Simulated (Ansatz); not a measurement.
# H2NSi: the cost of one run

Method: def2-QZVPP, core rule «outside noble gas», up to 6 orbitals frozen; program: Ansatz 0.2.0, Gaussian basis.

To be run: UHF; ROHF; CCSD(T) on UHF.

2 further runs of the same task are left out: 2 set aside as unsound or not needed. Runs told in other sessions of the task aren't counted.

### Step 1. The geometry

The geometry is a PBE0/def2-TZVP stationary point (not a proven minimum).

4 atoms, charge 0, spin multiplicity 2.

Atoms are counted from 1 here; the program's logs count them from 0.

Bond lengths: Si1–N2 1.705 Å, N2–H3 1.010 Å, N2–H4 1.010 Å. Angles: Si1–N2–H3 124.3°, Si1–N2–H4 124.3°, H3–N2–H4 111.4°.

### Step 2. UHF

Contents of in.yaml:

```yaml
crystal:
  periodic: [false, false, false]
  atoms:
    - {symbol: Si, position_ang: [0.000000, 0.000000, 0.645532]}
    - {symbol: N, position_ang: [0.000000, 0.000000, -1.059936]}
    - {symbol: H, position_ang: [0.000000, 0.834992, -1.628999]}
    - {symbol: H, position_ang: [0.000000, -0.834993, -1.628999]}
basis:
  gaussian: {orbitals: "def2-QZVPP.json"}
magnetization: {spin_polarized: true, initial_magnetization: 1}
hamiltonian: {xc: hf}
output: {orbitals: {seedname: orbitals}}
```

On the command line:

```sh
> ansatz run in.yaml --threads 1 --pin off --events-out ev --progress --plain --max-ram 2393MiB
```

Q: Estimate wall time and peak memory on 1 thread of Arm Neoverse V2, shared host.

About 10 s, with a peak of 0.35 GiB.
